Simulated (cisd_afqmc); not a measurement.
Input (AFQMC/CISD/aug-cc-pVDZ; cisd_afqmc is a phaseless AFQMC code with CISD trial states that reads the integrals written by Ansatz):

Ansatz 0.2 input:
```python
import cisd_afqmc

open("ham.yaml", "w").write("""\
crystal:
  periodic: [false, false, false]
  atoms:
    - {symbol: C, position_ang: [-0.04642322, 0.66306917, -0.00000000]}
    - {symbol: O, position_ang: [-0.04642322, -0.75506283, 0.00000000]}
    - {symbol: H, position_ang: [-1.08695622, 0.97593817, 0.00000000]}
    - {symbol: H, position_ang: [0.86059178, -1.05703883, 0.00000000]}
    - {symbol: H, position_ang: [0.43814478, 1.07159417, 0.88953900]}
    - {symbol: H, position_ang: [0.43814478, 1.07159417, -0.88953900]}
basis:
  gaussian:
    orbitals: aug-cc-pVDZ
magnetization: {spin_polarized: false}
correlation: {method: ccsd, electrons: outside_noble_gas, hamiltonian_folder: ham}
""")
rep = cisd_afqmc.ansatz("ham.yaml")
e_ccsd = rep["correlation"]["coupled_cluster"]["energy"]["hartree"]
out = cisd_afqmc.run("ham", e_ccsd, trial="CISD", walkers=100, populations=8, threads=8, dt=0.005, steps=40, early=24, settle=10, least=32,
    cut=5e-5, rank_cut=2e-4, target=0.0004, seconds=1500, seed=1, memory=12960, gpu=False)
```

Output:

```
orbitals 80, occupied [7], factors 458 of 791, rank of the doubles 178 of 511
E(HF) = -115.061793
E(CCSD) on the cut factors = -115.444731, shift to the whole factors -0.000020
Energy of the trial state on the determinant = -115.444739
  tau behind 7.2 of longer steps, mean of the populations' last blocks
   2.0  -115.45569
   4.0  -115.45686
   6.0  -115.45554
   8.0  -115.45513
blocks 387 (0 outliers left out), error by blocks joined: 1: 0.00024, 2: 0.00029, 4: 0.00032, 8: 0.00037, 16: 0.00039
E(AFQMC/CISD) = -115.45595 +/- 0.00039
```
